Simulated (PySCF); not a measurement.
TDDFT excited states: C2H3NS

Species: methyl thiocyanate, C₂H₃NS.
SMILES: `CSC#N`

Level of theory: PySCF, TDDFT PBE0/def2-SVPD, vertical, gas phase, core orbitals frozen in the response. Geometry: GFN2-xTB; no solvent, vibrations or thermal averaging.

```json
{"state": "S1", "E (eV)": "5.14", "E (kJ/mol)": "496", "λ (nm)": "241.1", "f": "0.0000", "|μ| (D)": "0.04", "symmetry": "–", "main configurations (H = HOMO, L = LUMO)": "H→L (98%)"}
{"state": "S2", "E (eV)": "6.51", "E (kJ/mol)": "629", "λ (nm)": "190.3", "f": "0.0029", "|μ| (D)": "0.34", "symmetry": "A″", "main configurations (H = HOMO, L = LUMO)": "H→L+1 (93%)"}
{"state": "S3", "E (eV)": "6.98", "E (kJ/mol)": "674", "λ (nm)": "177.6", "f": "0.023", "|μ| (D)": "0.93", "symmetry": "A′", "main configurations (H = HOMO, L = LUMO)": "H→L+2 (61%), H-1→L (35%)"}
{"state": "S4", "E (eV)": "7.12", "E (kJ/mol)": "687", "λ (nm)": "174.2", "f": "0.013", "|μ| (D)": "0.69", "symmetry": "A″", "main configurations (H = HOMO, L = LUMO)": "H→L+3 (47%), H→L+4 (40%)"}
{"state": "S5", "E (eV)": "7.60", "E (kJ/mol)": "733", "λ (nm)": "163.2", "f": "0.0023", "|μ| (D)": "0.28", "symmetry": "A″", "main configurations (H = HOMO, L = LUMO)": "H→L+3 (48%), H→L+4 (46%)"}
{"state": "S6", "E (eV)": "8.01", "E (kJ/mol)": "772", "λ (nm)": "154.9", "f": "0.0030", "|μ| (D)": "0.32", "symmetry": "A″", "main configurations (H = HOMO, L = LUMO)": "H→L+5 (80%), H-3→L (10%)"}
{"state": "S7", "E (eV)": "8.09", "E (kJ/mol)": "781", "λ (nm)": "153.2", "f": "0.129", "|μ| (D)": "2.05", "symmetry": "A′", "main configurations (H = HOMO, L = LUMO)": "H→L+6 (58%), H-1→L (17%), H-2→L (12%)"}
{"state": "S8", "E (eV)": "8.15", "E (kJ/mol)": "786", "λ (nm)": "152.2", "f": "0.0006", "|μ| (D)": "0.14", "symmetry": "–", "main configurations (H = HOMO, L = LUMO)": "H-3→L (44%), H-1→L+2 (25%), H→L+5 (14%)"}
```

Triplets (Tamm–Dancoff): T1 4.72 eV, H→L (96%); T2 5.72 eV, H→L+2 (55%), H-1→L (28%); T3 6.01 eV, H→L+1 (76%), H→L+4 (16%).

The lowest singlet comes at 241 nm (496 kJ/mol) in the ultraviolet; it is dark (f under 0.0005); its leading configuration is HOMO→LUMO (98%). The strongest level in the table is S7 at 8.09 eV (153 nm, f = 0.129). Löwdin shares by element: HOMO sulfur 55%, carbon 23%, nitrogen 18%; LUMO sulfur 38%, carbon 36%, nitrogen 18%. Of the 8 states listed, 3 reach f = 0.01 and 1 stays under 0.0005. Weighted by f, the mean energy of these states is 7.84 eV. The oscillator strengths of these states sum to 0.173; summed over the whole spectrum of an exact calculation they would give the number of electrons, 38 (Thomas–Reiche–Kuhn). Symmetry labels in Cs follow from the direction of the transition dipole and are given only for states with f of 0.002 or more. Singlets were solved by full linear response, triplets in the Tamm–Dancoff approximation.

The run took 3.7 s on an x86-64 server with one thread, no GPU, on a shared host.
